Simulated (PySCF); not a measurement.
Compound: allyl fluoride, C₃H₅F.
SMILES with atom numbers: `[CH2:1]=[CH:2][CH2:3][F:4]` (hydrogens: H5, H6 on C1; H7 on C2; H8, H9 on C3)

Method: PBE0-D3(BJ)/def2-SVP geometry optimisation, gas phase in PySCF; density fitting, grid level 1; the optimiser is geomeTRIC in internal coordinates, started from an MMFF94s structure with every atom displaced at random (about 0.03 Å).

Geometry at step 1:
```
atom  x, y, z in Å
C1      1.1416    0.6575    0.2300
C2      0.3870   -0.1562   -0.4631
C3     -0.9825   -0.5239    0.0218
F4     -1.1795   -0.0549    1.2951
H5      0.8287    1.0333    1.2133
H6      2.1116    1.0275   -0.1950
H7      0.6829   -0.4629   -1.4739
H8     -1.6585    0.0313   -0.6635
H9     -1.1986   -1.6212    0.0095
```

**Question.** Give the atomic forces at this geometry.

**Answer.** 
| atom | Fx (eV/Å) | Fy (eV/Å) | Fz (eV/Å) |
| --- | --- | --- | --- |
| C1 | 1.914 | 1.376 | 0.381 |
| C2 | -0.911 | -0.757 | -0.483 |
| C3 | 0.114 | 0.124 | -0.225 |
| F4 | -0.130 | -0.157 | -0.072 |
| H5 | 0.126 | -0.114 | -0.176 |
| H6 | -0.743 | -0.318 | 0.481 |
| H7 | -0.124 | -0.191 | 0.077 |
| H8 | -0.331 | -0.464 | 0.171 |
| H9 | 0.086 | 0.501 | -0.153 |

The largest, 2.39 eV/Å, acts on C1; the rms over all components is 0.581 eV/Å. The forces sum to zero within rounding, as they must for an isolated molecule in no field.

**Question.** Give the force on C1 in Eh/bohr and in nN.

**Answer.** 2.387 eV/Å ÷ 51.422 = 0.04643 Eh/bohr, and 2.387 eV/Å × 1.602 = 3.82 nN.

**Question.** How far is this geometry from the end of the optimisation?

**Answer.** 0.123 eV above it, and 0.109 Å rms away after alignment. The bonds farthest from their final lengths, with half the difference of the two atoms' forces along the bond (positive lengthens):

| bond | now (Å) | final (Å) | force along bond (eV/Å) |
| --- | --- | --- | --- |
| C1–H6 | 1.122 | 1.092 | -1.45 |
| C1=C2 | 1.308 | 1.331 | +1.71 |
| C3–H9 | 1.118 | 1.107 | -0.18 |
| C2–C3 | 1.499 | 1.491 | -0.53 |
| C1–H5 | 1.098 | 1.093 | -0.25 |
| C3–H8 | 1.111 | 1.107 | -0.13 |

The angle farthest from its final value is C2–C3–H8, 103.5° against 110.2°.

Of the 3 listed bonds off by 0.010 Å or more, this force points towards the final length in 3.

What follows is the cost of the whole optimisation. On Arm Neoverse V1, one thread, no GPU, shared host with 32 logical CPUs at a one-minute load of 14, this took 15 s wall and 0.33 GiB of memory at its peak.
